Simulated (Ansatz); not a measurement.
**Breaking a bond in COF2 (carbonyl fluoride)**

COF2: 4 atoms, total charge 0, spin state singlet. As SMILES, `O=C(F)F`. Geometry: relaxed at PBE0-D4/def2-TZVP.

```jsonl
{"atom": "O", "x (Å)": "-1.2427", "y (Å)": "-0.1574", "z (Å)": "0.1539"}
{"atom": "C", "x (Å)": "-0.0918", "y (Å)": "-0.0116", "z (Å)": "0.0114"}
{"atom": "F", "x (Å)": "0.8455", "y (Å)": "-0.8267", "z (Å)": "0.4247"}
{"atom": "F", "x (Å)": "0.4890", "y (Å)": "0.9957", "z (Å)": "-0.5900"}
```

The C2–F3 distance is scanned; the parts on either side stay rigid. Basis STO-3G, 4 core orbitals frozen in the correlated methods; program Ansatz 0.2.0. FCI is exact within this basis and core. Energies in eV from each method's value at 1.309 Å; methods without a U are spin-restricted; a dash marks a point that is missing or didn't converge. The shape above is that at 1.309 Å.

```json
{"distance (Å)": "1.309", "HF": "0.00", "r2SCAN0": "0.00", "wB97X": "0.00", "RPA@PBE": "0.00"}
{"distance (Å)": "1.317", "HF": "0.03", "r2SCAN0": "0.03", "wB97X": "0.03", "RPA@PBE": "0.03"}
{"distance (Å)": "1.636", "HF": "1.39", "r2SCAN0": "0.92", "wB97X": "0.82", "RPA@PBE": "0.37"}
{"distance (Å)": "1.646", "HF": "1.50", "r2SCAN0": "1.02", "wB97X": "0.93", "RPA@PBE": "0.47"}
{"distance (Å)": "1.964", "HF": "4.36", "r2SCAN0": "3.19", "wB97X": "3.09", "RPA@PBE": "1.96"}
{"distance (Å)": "1.975", "HF": "4.48", "r2SCAN0": "3.30", "wB97X": "3.21", "RPA@PBE": "2.07"}
{"distance (Å)": "2.618", "HF": "8.89", "r2SCAN0": "6.46", "wB97X": "6.62", "RPA@PBE": "–"}
{"distance (Å)": "2.633", "HF": "8.97", "r2SCAN0": "6.55", "wB97X": "6.72", "RPA@PBE": "–"}
{"distance (Å)": "3.273", "HF": "10.80", "r2SCAN0": "7.72", "wB97X": "8.19", "RPA@PBE": "–"}
{"distance (Å)": "3.291", "HF": "10.85", "r2SCAN0": "7.79", "wB97X": "8.26", "RPA@PBE": "–"}
```

(1) Estimate the FCI curve, and say how far off each method is.

Answers

(1) 
```json
{"distance (Å)": "1.309", "FCI": "0.00"}
{"distance (Å)": "1.317", "FCI": "0.04"}
{"distance (Å)": "1.636", "FCI": "0.54"}
{"distance (Å)": "1.646", "FCI": "0.64"}
{"distance (Å)": "1.964", "FCI": "2.11"}
{"distance (Å)": "1.975", "FCI": "2.21"}
{"distance (Å)": "2.618", "FCI": "3.30"}
{"distance (Å)": "2.633", "FCI": "3.36"}
{"distance (Å)": "3.273", "FCI": "3.41"}
{"distance (Å)": "3.291", "FCI": "3.47"}
```

Departure from the FCI curve at its largest: HF +7.39 eV at 3.27 Å; r2SCAN0 +4.31 eV at 3.29 Å; wB97X +4.78 eV at 3.29 Å; RPA@PBE -0.17 eV at 1.65 Å. Restricted functionals keep the electrons paired too, and rise too high. Restricted Hartree–Fock keeps the electrons paired, so it rises far too high as the bond breaks.
